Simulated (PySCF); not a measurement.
## `[PH3]=S` (H3PS): gas-phase deprotonation enthalpies at several levels

Coordinates in Å; atoms count from 1 in this order:
```
P     0.0138    0.0001   -0.0073
S     1.9392   -0.2191   -0.1855
H    -0.5474   -0.0753    1.2985
H    -0.5601    1.2251   -0.4498
H    -0.8269   -0.9242   -0.6888
```

All levels share the PBE0-D3(BJ)/ma-def2-SVP structures and the PBE0-D3(BJ)/ma-def2-SVP thermal terms; only the single-point energies (PySCF) change. Values are gas-phase deprotonation enthalpies (298 K, kJ/mol).

```tsv
level	P1	time
MP2/ma-def2-TZVP	1412	3 s
CCSD(T)/ma-def2-TZVP	1414	29 s
B3LYP-D3(BJ)/ma-def2-TZVP	1414	–
HF/ma-def2-TZVP	1426	0.74 s
```

Times are wall times for all single points of a level on 1 thread of Arm Neoverse V1, a shared host; the dash marks the run that also made the structures.

Hartree-Fock leaves out electron correlation, so its deprotonation energies can be off by tens of kJ/mol.

The spread: 14 kJ/mol, from 1412 to 1426.
